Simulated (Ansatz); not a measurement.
Structure relaxation of Ti3I

Level of theory: DFT PBE, scalar-relativistic, plane waves, PAW (Ansatz 0.2.0). Cutoff 420 eV, Γ-centred k mesh, Gaussian smearing, no spin polarisation in the final step.

Ti3I was placed on the sites of a reported Cu3Pd cell (P4/mmm, No. 123), with I in place of Pd, Ti in place of Cu, at a guessed volume.

```xyz
4
Lattice="4.3648 0.0000 0.0000 0.0000 4.3648 0.0000 0.0000 0.0000 4.3200" Properties=species:S:1:pos:R:3 pbc="T T T"
Ti    0.0000    2.1824    2.1600
Ti    2.1824    0.0000    2.1600
Ti    2.1824    2.1824    0.0000
I     0.0000    0.0000    0.0000
```

Cell and atoms relax at zero pressure; the relaxation can't lower the symmetry of the start. After a coarse first stage the cell is made exact in the group found at 0.06 Å.

Energies over the elements count from the elements' standard structures at the same level, with no empirical corrections.

(1) What does it relax into?

(2) What are its volume, energy, density and gap?

Answers

(1) It keeps P4/mmm (No. 123). Conventional cell: a = 4.421 Å, c = 3.678 Å. Ti on Wyckoff site e (2 atoms of the primitive cell) has 4 I at 2.88 Å, 4 Ti at 2.88 Å, 4 Ti at 3.13 Å and 2 Ti at 3.68 Å; Ti on Wyckoff site c (1 atom of the primitive cell) has 8 Ti at 2.88 Å, 4 I at 3.13 Å and 2 Ti at 3.68 Å; I is coordinated by 8 Ti at 2.88 Å, 4 Ti at 3.13 Å and 2 I at 3.68 Å.

```xyz
4
Lattice="4.4211 0.0000 0.0000 0.0000 4.4211 0.0000 0.0000 0.0000 3.6780" Properties=species:S:1:pos:R:3 pbc="T T T"
Ti    0.0000    2.2106    1.8390
Ti    2.2106    0.0000    1.8390
Ti    2.2106    2.2106    0.0000
I     0.0000    0.0000    0.0000
```

(2) The volume per atom is 17.97 Å³. The density is 6.25 g/cm³. The energy over the elements is 0.20 eV/atom and the gap on the 10×10×12 mesh is 0 eV (a metal).

The final run used a 10×10×12 mesh on its 4-atom cell and 0.10 eV smearing. The k mesh leaves about 4 meV/atom of noise in metals. Spin–orbit coupling is left out. A structure relaxed within its symmetry needn't be a true minimum.

Cost: 3 runs of about 2.8 core-minutes in all, on Arm Neoverse V1 (shared hosts).